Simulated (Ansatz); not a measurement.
Molecular dynamics, step by step

C$_{3}$H$_{10}$, closed shell, PBE0-D4/def2-SVP (Ansatz 0.2.0). Settings (timestep in fs, temperature in K; T counts 33 degrees of freedom):

```yaml
hamiltonian: {xc: pbe0, dispersion: d4}
md: {n_steps: 80, timestep: 0.75, temperature: 100, ensemble: nve, seed: 691, initial_velocities: maxwell_boltzmann}
```

Start:

| atom | x (Å) | y (Å) | z (Å) |
| --- | --- | --- | --- |
| H1 | -0.6655 | 0.2927 | -2.6602 |
| H2 | -0.8462 | 0.3752 | -3.3796 |
| C3 | 0.6452 | -1.1378 | 0.0657 |
| C4 | 0.2876 | -0.1259 | 1.1411 |
| C5 | -0.4815 | 1.0646 | 0.5940 |
| H6 | 1.2662 | -0.6830 | -0.7117 |
| H7 | -0.2532 | -1.5299 | -0.4200 |
| H8 | 1.1971 | -1.9863 | 0.4767 |
| H9 | -0.3046 | -0.6160 | 1.9212 |
| H10 | 1.2021 | 0.2243 | 1.6316 |
| H11 | -0.7299 | 1.7812 | 1.3804 |
| H12 | -1.4182 | 0.7468 | 0.1266 |
| H13 | 0.1010 | 1.5940 | -0.1657 |

```
step  time (fs)  potential energy less the start (meV)  kinetic energy (meV)  T (K)
   0       0.00                                    0.0                 142.2    100
   5       3.75                                   71.4                  72.6     51
  10       7.50                                   79.6                  64.2     45
  15      11.25                                   24.3                 118.3     83
  20      15.00                                   57.9                  85.6     60
  25      18.75                                   76.0                  68.2     48
  30      22.50                                   35.3                 107.6     76
  35      26.25                                   67.0                  76.3     54
  40      30.00                                   86.4                  57.6     41
  45      33.75                                   46.0                  97.5     69
  50      37.50                                   51.0                  92.0     65
  55      41.25                                   77.3                  66.4     47
  60      45.00                                   63.2                  80.4     57
  65      48.75                                   64.7                  78.6     55
  70      52.50                                   58.9                  84.2     59
  75      56.25                                   46.3                  97.2     68
  80      60.00                                   67.6                  75.9     53
```

Step 5, positions (Å) and forces (eV/Å):

```
atom       x       y       z      Fx      Fy      Fz
  H1  -0.687   0.311  -2.642  -0.098   0.078  -0.583
  H2  -0.817   0.411  -3.403   0.099  -0.078   0.585
  C3   0.642  -1.143   0.073   0.624  -0.508  -0.091
  C4   0.292  -0.117   1.139  -0.160  -0.555   0.081
  C5  -0.483   1.054   0.584   0.212   1.165   0.457
  H6   1.219  -0.621  -0.726  -0.014  -0.524   0.202
  H7  -0.258  -1.569  -0.405  -0.038   0.161   0.045
  H8   1.217  -2.043   0.468  -0.346   1.066  -0.361
  H9  -0.286  -0.621   1.928  -0.167   0.036   0.146
 H10   1.196   0.247   1.642   0.248   0.030  -0.008
 H11  -0.728   1.791   1.395   0.087  -0.442  -0.407
 H12  -1.443   0.749   0.142   0.069   0.012  -0.234
 H13   0.138   1.633  -0.149  -0.514  -0.443   0.169
```

Last step (80):

```tsv
atom	x (Å)	y (Å)	z (Å)
H1	-0.9349	0.6774	-2.8032
H2	-0.4064	0.8483	-3.2990
C3	0.6208	-1.2029	0.1191
C4	0.3410	-0.0833	1.1198
C5	-0.5243	1.0389	0.5730
H6	1.1366	-0.8335	-0.8047
H7	-0.3144	-1.7298	-0.2231
H8	1.3272	-1.9091	0.5507
H9	-0.1417	-0.5570	2.0066
H10	1.3142	0.3269	1.4734
H11	-0.7675	1.8046	1.3218
H12	-1.4812	0.6312	0.1349
H13	-0.0206	1.5137	-0.2899
```

Hardware: 4 CPU threads of an Arm Neoverse V2, shared host. Wall time about 55 s.
